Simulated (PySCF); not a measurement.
**Choosing a basis for TDDFT**

FHO.
SMILES: `OF`

TDDFT with PBE0 (PySCF), vertical singlets, core orbitals frozen in the response, spherical d and f functions. Isolated species at its PBE0-D3(BJ)/def2-SVP geometry, gas phase.

**Question.** How do the low singlets change with the basis? Take 6-31G*, def2-SVP, 6-31+G*, def2-SVPD, aug-cc-pVDZ, def2-TZVP, def2-TZVPD and aug-cc-pVTZ.

**Answer.** 

```json
{"basis": "6-31G*", "functions": "30", "diffuse": "no", "S1 (eV)": "5.29", "S2 (eV)": "7.25", "S3 (eV)": "8.60", "S4 (eV)": "9.71", "S5 (eV)": "11.01", "LUMO (eV)": "-0.18", "α (au)": "7.1"}
{"basis": "def2-SVP", "functions": "33", "diffuse": "no", "S1 (eV)": "5.36", "S2 (eV)": "7.29", "S3 (eV)": "8.34", "S4 (eV)": "9.77", "S5 (eV)": "10.59", "LUMO (eV)": "-0.35", "α (au)": "6.7"}
{"basis": "6-31+G*", "functions": "38", "diffuse": "yes", "S1 (eV)": "5.10", "S2 (eV)": "7.12", "S3 (eV)": "8.42", "S4 (eV)": "9.57", "S5 (eV)": "10.62", "LUMO (eV)": "-1.15", "α (au)": "9.1"}
{"basis": "def2-SVPD", "functions": "54", "diffuse": "yes", "S1 (eV)": "5.19", "S2 (eV)": "7.15", "S3 (eV)": "7.97", "S4 (eV)": "9.65", "S5 (eV)": "10.03", "LUMO (eV)": "-1.22", "α (au)": "11.1"}
{"basis": "aug-cc-pVDZ", "functions": "55", "diffuse": "yes", "S1 (eV)": "5.08", "S2 (eV)": "7.06", "S3 (eV)": "7.43", "S4 (eV)": "9.47", "S5 (eV)": "9.54", "LUMO (eV)": "-1.22", "α (au)": "10.7"}
{"basis": "def2-TZVP", "functions": "68", "diffuse": "no", "S1 (eV)": "5.22", "S2 (eV)": "7.18", "S3 (eV)": "8.06", "S4 (eV)": "9.68", "S5 (eV)": "10.26", "LUMO (eV)": "-0.86", "α (au)": "8.6"}
{"basis": "def2-TZVPD", "functions": "89", "diffuse": "yes", "S1 (eV)": "5.15", "S2 (eV)": "7.11", "S3 (eV)": "7.70", "S4 (eV)": "9.61", "S5 (eV)": "9.75", "LUMO (eV)": "-1.13", "α (au)": "11.4"}
{"basis": "aug-cc-pVTZ", "functions": "115", "diffuse": "yes", "S1 (eV)": "5.16", "S2 (eV)": "7.11", "S3 (eV)": "7.45", "S4 (eV)": "9.46", "S5 (eV)": "9.63", "LUMO (eV)": "-1.13", "α (au)": "11.2"}
```

States are compared by their number. Against the largest diffuse basis here (aug-cc-pVTZ, itself not a converged limit), sets without diffuse functions differ by up to 0.20 eV in S1 and 1.38 eV in S5; the smaller diffuse sets differ by up to 0.07 and 0.99 eV. State by state, the largest deviation of a set without diffuse functions is S1 0.20, S2 0.18, S3 1.16, S4 0.31, S5 1.38 eV. The same number needn't mean the same state in each row. Against aug-cc-pVTZ the polarisability deviates by -37% in 6-31G*, -40% in def2-SVP, -19% in 6-31+G*, -1% in def2-SVPD, -5% in aug-cc-pVDZ, -23% in def2-TZVP, +2% in def2-TZVPD. A single + in a Pople set puts diffuse functions on heavy atoms only.
